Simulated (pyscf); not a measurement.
Thermochemistry of product channels of HB=O (SMILES B=O) + HCl (SMILES Cl) on the singlet surface, in kJ/mol, from ωB97M-D3(BJ)/def2-TZVP energies (ideal gas, 1 atm, RRHO with modes under 100 cm⁻¹ raised to 100, one conformer, R ln 2 for rigid chiral ones). Optimised with ωB97X-D3(BJ)/def2-SVP in PySCF.

```
products                                        ΔE  ΔH(298 K)  ΔG(600 K)  ΔG(900 K)
------------------------------------------  ------  ---------  ---------  ---------
HO–BH–Cl (SMILES OBCl)                      -144.5     -130.1      -54.1      -15.5
O=B–Cl (SMILES O=BCl) + H₂ (SMILES [H][H])   -34.0      -40.9      -28.9      -24.7
```

The channel to HO–BH–Cl turns unfavourable between 298 and 1200 K (ΔG from -92.8 kJ/mol to +22.6 kJ/mol).

These are energies of the channels, which say nothing of barriers.
